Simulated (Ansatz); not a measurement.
Two isomers of C3H5NO: A = `NC1=C(O)C1`, B = `CC1=C(O)N1`.

Isolated molecules relaxed with PBE0-D4/def2-TZVP in Ansatz; ΔE leaves out vibrations. CCSD(T)/CBS is the MP2 limit (def2-TZVPP, def2-QZVPP) plus CCSD(T) − MP2 in def2-TZVPP, frozen cores. DFT in def2-TZVPP. One conformer a species, not always the lowest.

Problem. Which is lower in electronic energy at CCSD(T)/CBS, and by how much? (Best estimate.)

Solution. The calculation gave: A, by 60.7 kJ/mol.

Problem. Give E(B) − E(A) in kJ/mol with PBE-D4, B2PLYP, HF/def2-TZVPP, LDA (SPW92), MP2/def2-TZVPP, ωB97M-V, CCSD/def2-TZVPP. (Best estimate.)

Solution. Ansatz gave: PBE-D4 63.7, B2PLYP 62.7, HF/def2-TZVPP 70.5, LDA (SPW92) 74.5, MP2/def2-TZVPP 64.3, ωB97M-V 63.7, CCSD/def2-TZVPP 63.4. None reverses the order clearly.

Problem. Does the order hold for the free energy at 298.15 K (harmonic terms from PBE0-D4)? (Estimate.)

Solution. The calculation gave: Yes: G(B) − G(A) = +56.0 kJ/mol, for one conformer each.

Largest T1 diagnostic: 0.012.

From PBE to PBE0 (25 % exact exchange), in def2-TZVPP and without D4, E(B) − E(A) moves by +6.4 kJ/mol. At CCSD(T), def2-SVP lies +5.2 kJ/mol from the extrapolated value and def2-TZVPP −0.5 kJ/mol.
